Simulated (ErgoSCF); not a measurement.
# BH2 (boron dihydride): a first try and a second

Wanted: a single-point energy of BH2 (boron dihydride), UCAM-B3LYP/6-31+G.

The results are computed with ErgoSCF 3.8.

6 further runs of the same task are left out: 4 that didn't finish, 2 set aside as unsound or not needed.

**1. The system as given**

BH2: 3 atoms, total charge 0, spin state doublet. SMILES: `[BH2]`. The shape is that of a GFN2-xTB optimisation.

Bond lengths: B1–H2 1.159 Å, B1–H3 1.159 Å. Angles: H2–B1–H3 128.4°.

**2. The input as first written**

Input file input.xyz:

```xyz
3

B      0.262840    -0.166230     0.128640
H      0.280020     0.985320     0.260980
H     -0.542860    -0.819090    -0.389630
```

Launch:

```console
$ ergo -m input.xyz -e 'set_nthreads(1)' -e 'basis = "6-31+G"' -e 'tmpdir = "."' -e 'scf.use_diagonalization = 1' -e 'scf.output_mulliken_pop = 1' -e 'spin_polarization = 1' -e 'scf.max_number_of_iterations = 4' -e 'run "Camb3lyp"'
```

Standard output:

```text
INMA ERGO version 3.8
INMA  basis := 6-31+G
INMA Basis really set to 6-31+G
INMA  use_diagonalization := 1
INMA  output_mulliken_pop := 1
INMA  spin_polarization := 1
INMA  max_number_of_iterations := 4
INMA running Camb3lyp
INDF      This is a DFT calculation of type: Camb3lyp
INMA Running Camb3lyp
INSC SCF_general constructor, number of basis functions: 17
INSC Min internuclear distance:      2.19068 a.u.  =      1.15926 Angstrom
INSC Max internuclear distance:      3.94420 a.u.  =      2.08718 Angstrom
INSC Euclidean norm of overlap matrix =          3.88175554157  (acc 1.49e-08)
INSC Euclidean norm of invCholFactor after truncation =          5.46798383367
INSC Beginning of SCF cycle 1
INDF Grid for charge 5: 34 radial points, 6380 total, r=21.416048
INDF Grid for charge 1: 29 radial points, 2902 total, r=12.621360
INDF Generating Turbo grid Radint = 5e-09 AngInt: [ 6 29 ]
INDF Grid pruned from 12184 to 12022 grid points.
INDF Electrons:   6.9995321  -7e-05:  U-xc energy -1.302529 (serial)
INSC nuclearEnergy, energy_2el, energy = 4.818244, 6.644192, -11.412626
INSC Energy   1 =        -11.41262564825
INSC maxabs FDS-SDF (alpha) is     1.23
INSC maxabs FDS-SDF (beta ) is    0.913
INDE E_HOMO =         -1.04913175252
INDE E_LUMO =         -1.03730936357
INDE E_HOMO =         -1.17259311871
INDE E_LUMO =         -1.00120961139
INSC <S2>_exact =   0.750, <S2> =          0.75034463639
INSC Beginning of SCF cycle 2
INDF Electrons:   6.9999900  -1e-06:  U-xc energy -3.764810 (serial)
INSC nuclearEnergy, energy_2el, energy = 4.818244, 16.007448, -24.844639
INSC Energy   2 =        -24.84463949488
INSC maxabs FDS-SDF (alpha) is    0.295
INSC maxabs FDS-SDF (beta ) is    0.262
INSC using DIIS to get combined Fock matrix, number of iters used for DIIS:  2
INDE E_HOMO =         -0.04315506655
INDE E_LUMO =          0.03503279552
INDE E_HOMO =         -0.28983983162
INDE E_LUMO =          0.03821287023
INSC <S2>_exact =   0.750, <S2> =          0.75070178270
INSC Beginning of SCF cycle 3
INDF Electrons:   6.9999577  -6e-06:  U-xc energy -3.234922 (serial)
INSC nuclearEnergy, energy_2el, energy = 4.818244, 11.636598, -25.842901
INSC Energy   3 =        -25.84290125844  ( diff     -0.998261763561260 )
INSC maxabs FDS-SDF (alpha) is   0.0659
INSC maxabs FDS-SDF (beta ) is   0.0554
INSC using DIIS to get combined Fock matrix, number of iters used for DIIS:  3
INDE E_HOMO =         -0.25683650084
INDE E_LUMO =         -0.04348854464
INDE E_HOMO =         -0.43530548528
INDE E_LUMO =         -0.03214006162
INSC <S2>_exact =   0.750, <S2> =          0.75054539839
INSC Beginning of SCF cycle 4
INDF Electrons:   6.9999867  -2e-06:  U-xc energy -3.305399 (serial)
INSC nuclearEnergy, energy_2el, energy = 4.818244, 12.337911, -25.900118
INSC Energy   4 =        -25.90011759947  ( diff     -0.057216341030056 )
INSC maxabs FDS-SDF (alpha) is  0.00856
INSC maxabs FDS-SDF (beta ) is  0.00454
TISC Main SCF loop took      0.20 usr cpu s       0.00 sys cpu s       0.20 wall s
INSC SCF: dipole_moment_x [atomic units] =      -0.17789689
INSC SCF: dipole_moment_y [atomic units] =       0.11257879
INSC SCF: dipole_moment_z [atomic units] =      -0.08707784
INSC Sum of Mulliken charges (electrons):       7.0000000
INSC Mulliken charge of atom 0 =       0.0699232
INSC Mulliken charge of atom 1 =      -0.0349640
INSC Mulliken charge of atom 2 =      -0.0349592
INSC Sum of Mulliken atomic charges:      -0.0000000
INSC Mulliken spin density of atom 0 =       1.0244935
INSC Mulliken spin density of atom 1 =      -0.0122461
INSC Mulliken spin density of atom 2 =      -0.0122475
INSC Sum of Mulliken atomic spin densities:       1.0000000
```

Wall time 0.48 s (1 thread of Arm Neoverse V2, shared host).

**3. Reading the log**

The iterations ended before the threshold was met.

The cause is that the iteration cap is too low for convergence. To mend it: raise the iteration cap from 4.

**4. Second attempt**

input.xyz, as its differences from that of step 2:

```diff
@@ -1,3 +1,3 @@
 3
-
+BH2
 B      0.262840    -0.166230     0.128640
```

Launch:

```console
$ ergo -m input.xyz -e 'set_nthreads(1)' -e 'scf.output_mulliken_pop = 1' -e 'scf.use_diagonalization = 1' -e 'spin_polarization = 1' -e 'scf.max_number_of_iterations = 80' -e 'tmpdir = "."' -e 'basis = "6-31+G"' -e 'run "Camb3lyp"'
```

Standard output:

```text
[...]
INSC SCF_general constructor, number of basis functions: 17
[...]
INSC Energy   1 =        -11.41262564825
[...]
INDE E_LUMO =         -0.02748403051
[...]
INSC Energy  10 =        -25.90108591736  ( diff     -0.000000000029026 )
[...]
RESC CONVERGED after  10 iterations.
RESC FINAL ENERGY:        -25.90108591736
RESC FINAL <S2> =          0.75065618904
[...]
INSC SCF: dipole_moment_x [atomic units] =      -0.16945765
INSC SCF: dipole_moment_y [atomic units] =       0.10720190
INSC SCF: dipole_moment_z [atomic units] =      -0.08293554
[...]
```

It took 0.78 s on 1 thread of Arm Neoverse V2, shared host.

**5. Results**

Level: UCAM-B3LYP/6-31+G.

```
     quantity         value
 total energy  -25.90109 Eh
dipole moment        0.55 D
         ⟨S²⟩         0.751
```
